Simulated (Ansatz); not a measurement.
Mulliken charges of C$_{3}$H$_{5}$NO (`CC1(O)C=N1`) from PBE/def2-TZVPP in Ansatz (PBE0-D4/def2-TZVP geometry).

```json
{"atom": "C1", "x (Å)": "-0.949", "y (Å)": "-0.702", "z (Å)": "0.471", "charge (e)": "-0.230"}
{"atom": "C2", "x (Å)": "0.269", "y (Å)": "0.009", "z (Å)": "-0.022", "charge (e)": "0.170"}
{"atom": "O3", "x (Å)": "1.361", "y (Å)": "-0.302", "z (Å)": "0.775", "charge (e)": "-0.282"}
{"atom": "C4", "x (Å)": "0.264", "y (Å)": "1.185", "z (Å)": "-0.842", "charge (e)": "-0.095"}
{"atom": "N5", "x (Å)": "0.519", "y (Å)": "0.133", "z (Å)": "-1.490", "charge (e)": "-0.149"}
{"atom": "H6", "x (Å)": "-1.174", "y (Å)": "-0.402", "z (Å)": "1.496", "charge (e)": "0.088"}
{"atom": "H7", "x (Å)": "-1.806", "y (Å)": "-0.476", "z (Å)": "-0.161", "charge (e)": "0.082"}
{"atom": "H8", "x (Å)": "-0.774", "y (Å)": "-1.780", "z (Å)": "0.464", "charge (e)": "0.089"}
{"atom": "H9", "x (Å)": "2.157", "y (Å)": "0.031", "z (Å)": "0.352", "charge (e)": "0.179"}
{"atom": "H10", "x (Å)": "0.214", "y (Å)": "2.252", "z (Å)": "-1.040", "charge (e)": "0.147"}
```

Task: By hand: the dipole of these point charges (1 e Å = 4.8032 D).

Result: Σ q r = (-0.125, 0.220, 0.041) e Å, of length 0.256 e Å = 1.23 D.

Task: How does the dipole of the full density compare? (Estimate.)

Result: The calculation gave: (-0.060, 0.378, 0.089) e Å, 1.89 D; the point charges give 0.65 times that, at 21° from its direction.

Point charges leave out the atoms' own dipoles, such as those of lone pairs, and Mulliken's split depends on the basis, so the two needn't agree.
